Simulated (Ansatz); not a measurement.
Species: C₂H₇N, SMILES `CNC` (charge 0, multiplicity 1).

Task: Give a relaxed geometry from PBE0-D3(BJ)/def2-TZVP (Ansatz, a quantum-chemistry and plane-wave program).

Result: the end point of this relaxation (outside a Z-matrix the atoms follow the SMILES, hydrogens last).
Z-matrix (Å, degrees):
```
N
H 1 1.0113
C 1 1.4446 2 109.82
H 3 1.0918 1 109.99 2 -53.97
H 3 1.0940 4 107.56 1 119.10
H 3 1.1038 4 108.32 5 115.73
C 1 1.4446 2 109.82 3 124.50
H 7 1.0918 1 109.99 2 53.97
H 7 1.0940 8 107.56 1 -119.10
H 7 1.1038 8 108.33 9 -115.73
```
